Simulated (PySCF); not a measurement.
**Working with the constants of LiMg**

ROHF-CCSD(T) constants of LiMg, ²Σ⁺ (doublet), unpaired electrons σ ↑ (Li def2-SVP, Mg def2-SVP; no relativity (PySCF 2.14); masses 7.0160 and 23.9850 u):

| Item | Value |
| --- | --- |
| ωe | 147.5 cm⁻¹ |
| ωexe | 5.94 cm⁻¹ |
| Be | 0.2936 cm⁻¹ |
| αe | 0.0115 cm⁻¹ |
| De to Li + Mg | 0.127 eV |

(1) What force constant and bond length do these constants imply?

(2) Estimate the centrifugal constant D from the Kratzer relation and find the Dunham coefficient a1.

Correlated steps freeze 1 core orbital. The bond is weak. Basis-set superposition, not corrected here, can be much of De in a small basis, most of all at correlated wavefunction levels. The state is the lowest determinant that a PBE0 search found; another state may lie lower at other levels.

## Answers

(1) Reduced mass μred = 5.4282 u; k = 5.8918×10⁻⁷·μred·ωe² (u, cm⁻¹, mdyn/Å) = 0.0696 mdyn/Å; Re = √(16.8576/(μred·Be)) (u, cm⁻¹, Å) = 3.252 Å.

(2) D = 4Be³/ωe² = 4.65e-06 cm⁻¹; a1 = −1 − αeωe/(6Be²) = -4.28.
